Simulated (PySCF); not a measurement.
**Structure from 2D NMR**

Compound of formula C3H5F2N. Correlations simulated from computed shifts and the bond graph:

HSQC (one-bond C–H):
```csv
δH,δC
7.84,161.6
6.14,121.9
3.81,50.5
```

COSY cross peaks (H two or three bonds apart, from the bond graph; peaks can be absent where the dihedral angle is near 90°):
```csv
δH,δH
7.84,6.14
```

HMBC (two and three bonds, from the bond graph; two-bond peaks within aromatic rings are usually weak or absent):
```csv
δH,δC
7.84,"121.9, 50.5"
6.14,161.6
3.81,161.6
```

A single conformation, no solvent, no relativistic terms, equivalent nuclei averaged. Coordinates at the GFN2-xTB level; PBE0/pcSseg-1 with gauge-including orbitals; PySCF.

Referencing at the same level of theory: TMS for 1H (σref 31.72), 13C (σref 186.93).

Exchangeable hydrogens are left out of these lists.

Problem. Assemble the structure.

Solution. `C/N=C/C(F)F`.

Atoms are numbered as in `[CH3:1]/[N:2]=[CH:3]/[CH:4]([F:5])[F:6]`. Hydrogens are named by the atom that carries them.

1. δC 161.6 is C3, a C=N carbon (δH 7.84).
2. δC 121.9 is C4, an sp3 CH bonded to 2 F (δH 6.14).
3. δC 50.5 is C1, a methyl carbon bonded to N (δH 3.81).
4. COSY links 7.84–6.14.

The data come from this structure; uniqueness wasn't tested.

Shifts are as computed. Against solution values, carbons near 30 ppm lie about +3 ppm off and those near 130 ppm about +5 ppm (rms about the fit 2.1 ppm; single classes can miss by 10 ppm). Of 1328 compounds with measured shifts, 309 miss one by over three times the rms of a fit or turn the order of signals round; such compounds aren't used in these exercises. Signals without a measured value on file couldn't be tested in this way; 1H shifts scatter by 0.2 ppm about their fit, and single ones miss by 0.5 ppm.
